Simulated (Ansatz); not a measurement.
## How far each method lies from full CI for HCN, singlet

Geometry: a point of a stretch scan, not a stationary point.

```
atom   x (Å)   y (Å)    z (Å)
   N  0.0000  0.0000   1.2782
   C  0.0000  0.0000  -0.1048
   H  0.0000  0.0000  -1.1735
```

Basis 6-31G; Ansatz 0.2.0. Correlated methods freeze the noble-gas cores, which leaves 10 electrons in 18 orbitals. Prefix R: restricted or restricted open-shell reference; prefix U: unrestricted. Active spaces: valence = (10e, 9o) chosen from the atoms' valence shells; pair = (2e, 2o) about the gap.

Full CI is exact within this basis and frozen core; it isn't the basis-set limit. The frozen core follows each run's orbitals, which can shift R against U totals by a few meV.

Unrestricted rows (U) aren't spin-pure: their determinants' ⟨S²⟩ exceeds S(S+1) by up to 1.17, so they mix in states of higher spin.

The UHF ⟨S²⟩ is 1.172 and the T1 diagnostic (RCCSD) is 0.0203. The largest doubles amplitude (RCCSD) is 0.170.

```json
{"level": "RHF", "E − E(full CI) (kJ/mol)": "713.4", "share of correlation (%)": "0.00", "wall time": "–"}
{"level": "UHF", "E − E(full CI) (kJ/mol)": "599.1", "share of correlation (%)": "16.02", "wall time": "0.18 s"}
{"level": "RMP2", "E − E(full CI) (kJ/mol)": "-4.1", "share of correlation (%)": "100.58", "wall time": "–"}
{"level": "CISD", "E − E(full CI) (kJ/mol)": "106.0", "share of correlation (%)": "85.13", "wall time": "0.6 s"}
{"level": "RCCSD*", "E − E(full CI) (kJ/mol)": "40.3", "share of correlation (%)": "94.35", "wall time": "–"}
{"level": "RCCSD(T)*", "E − E(full CI) (kJ/mol)": "7.3", "share of correlation (%)": "98.97", "wall time": "0.36 s"}
{"level": "BCCD(T)*", "E − E(full CI) (kJ/mol)": "7.1", "share of correlation (%)": "99.01", "wall time": "0.48 s"}
{"level": "RCCSDT", "E − E(full CI) (kJ/mol)": "9.0", "share of correlation (%)": "98.74", "wall time": "–"}
{"level": "CISDTQ", "E − E(full CI) (kJ/mol)": "9.9", "share of correlation (%)": "98.62", "wall time": "2.8 s"}
{"level": "RCCSDT(Q)", "E − E(full CI) (kJ/mol)": "-0.8", "share of correlation (%)": "100.12", "wall time": "1.1 s"}
{"level": "RCCSDTQ", "E − E(full CI) (kJ/mol)": "1.5", "share of correlation (%)": "99.80", "wall time": "9 s"}
{"level": "CASSCF (pair space)", "E − E(full CI) (kJ/mol)": "586.3", "share of correlation (%)": "17.81", "wall time": "–"}
{"level": "NEVPT2 (pair space)", "E − E(full CI) (kJ/mol)": "44.8", "share of correlation (%)": "93.72", "wall time": "0.24 s"}
{"level": "MRCISD (pair space)", "E − E(full CI) (kJ/mol)": "78.2", "share of correlation (%)": "89.04", "wall time": "–"}
{"level": "MRCISD+Q (pair space)", "E − E(full CI) (kJ/mol)": "20.6", "share of correlation (%)": "97.12", "wall time": "0.36 s"}
{"level": "CASSCF (valence space)", "E − E(full CI) (kJ/mol)": "167.3", "share of correlation (%)": "76.55", "wall time": "–"}
{"level": "NEVPT2 (valence space)", "E − E(full CI) (kJ/mol)": "39.4", "share of correlation (%)": "94.47", "wall time": "3.5 s"}
{"level": "MRCISD (valence space)", "E − E(full CI) (kJ/mol)": "5.5", "share of correlation (%)": "99.23", "wall time": "–"}
{"level": "MRCISD+Q (valence space)", "E − E(full CI) (kJ/mol)": "1.3", "share of correlation (%)": "99.81", "wall time": "6 s"}
```

An asterisk marks runs whose energy the program itself flagged as in doubt.

The correlation energy at full CI, counted from RHF, is -7.394 eV. That run took 1.8 min on 1 thread of Arm Neoverse V1, shared host over 18,367,552 determinants.

Times hold each run's SCF and search for its determinant on a shared host, so for small cases they say little of a method's own cost; they ran on 1 thread of Arm Neoverse V1.

More than 5 meV below full CI, which no variational method can be: RMP2, RCCSDT(Q).

The full-CI state has the irrep A1 of C2v, in the program's axes (one component, if the state is degenerate).

Natural occupations of full CI about the gap: 1.981 1.969 1.951 1.863 1.863 0.133 0.133 0.048 0.019 0.012; effectively unpaired electrons, Σ n²(2−n)², 0.28.
